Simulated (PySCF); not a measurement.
Molecule: `C=C1C=C1`, C4H4.

Numbering as in the mapped SMILES `[CH2:1]=[C:2]1[CH:3]=[CH:4]1`; H(Xn) means a hydrogen on atom n.

Geometry PBE0-D3(BJ)/def2-SVP throughout; GIAO in PySCF, gas phase, one conformer, non-relativistic; equivalent atoms averaged; functional PBE0.

Task: How do the shifts δ (against TMS at the same level) depend on the basis set? (ppm; last column core-seconds on shared hosts with different chips, so compare them loosely)

Result: 
```csv
basis set,functions,C3/C4,C2,C1,H(C3)/H(C4),H(C1),core-s
pcSseg-0,44,150.6,124.9,74.8,7.82,4.12,1.8
cc-pVDZ,76,135.1,117.6,62.7,8.01,3.69,3.3
pcSseg-1,88,142.4,123.3,65.1,8.14,3.97,5.9
aug-cc-pVDZ,128,133.4,117.2,58.9,8.26,3.82,6
cc-pVTZ,176,140.0,122.7,62.5,8.18,3.75,9
IGLO-III,180,143.7,126.5,63.8,8.16,3.75,8.8
```

Task: Which nucleus moves most, in ppm?

Result: C3/C4 (alkene CH): from 133.4 ppm with aug-cc-pVDZ to 150.6 ppm with pcSseg-0. The smallest spread is 0.43 ppm, at H(C1). Proton shifts span only some 12 ppm, so a few tenths of a ppm matter as much there as several ppm in carbon.

Task: Taking the largest basis, IGLO-III (180 functions), as the yardstick, rank the others by their worst heavy-atom deviation.

Result: pcSseg-1 3.2 ppm (88 functions), cc-pVTZ 3.8 ppm (176 functions), cc-pVDZ 8.9 ppm (76 functions), aug-cc-pVDZ 10.4 ppm (128 functions), pcSseg-0 10.9 ppm (44 functions).

A small basis that lands close on one nucleus may do so by chance; judge by the trend and by all nuclei.
